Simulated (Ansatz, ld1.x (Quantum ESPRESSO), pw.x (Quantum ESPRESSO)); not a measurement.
# pw.x on bcc P: one setting changed

Potential: norm-conserving Troullier–Martins (Kleinman–Bylander form), ld1.x (Quantum ESPRESSO) 7.5, PBEsol; core [Ne], reference 3s2 3p3; waves: 3s (bound): rc 1.25 bohr; 3p (bound): rc 1.60 bohr; 3d channel at -0.15 Ry: rc 1.45 bohr; local part: all-electron potential smoothed inside 1.40 bohr (lloc = -1); core correction: Bessel-smoothed model core, default radius (core density twice the valence density).

The reference run (k-mesh 15³, cutoffs 120/480 Ry, Fermi–Dirac 0.01 Ry, mixing_beta 0.4, conv_thr 1e-9, no spin) gives -1.73 GPa at 13.798 Å³/atom, where all-electron LAPW gives -1.04 GPa. This run, with its own iteration cap, changes smearing to box, a wrong or extreme entry chosen on purpose.

```
&control
  calculation='scf', prefix='x', pseudo_dir='./', outdir='./tmp', tstress=.true., disk_io='none'
/
&system
  ibrav=0, nat=1, ntyp=1, ecutwfc=120, ecutrho=480, nbnd=9,
  occupations='smearing', smearing='box', degauss=0.01
/
&electrons
  conv_thr=1e-09, mixing_beta=0.4, electron_maxstep=70
/
ATOMIC_SPECIES
P 1.0 P.UPF
CELL_PARAMETERS angstrom
  -1.51095681 1.51095681 1.51095681
  1.51095681 -1.51095681 1.51095681
  1.51095681 1.51095681 -1.51095681
ATOMIC_POSITIONS crystal
P 0.0000 0.0000 0.0000
K_POINTS automatic
15 15 15 0 0 0
```

```bash
pw.x < P.scf.in > P.scf.out
```

Question: How does the run end?

Answer: It stops with "set_occupations: smearing box unknown".

```
Error in routine  set_occupations (1):
      smearing box unknown
```
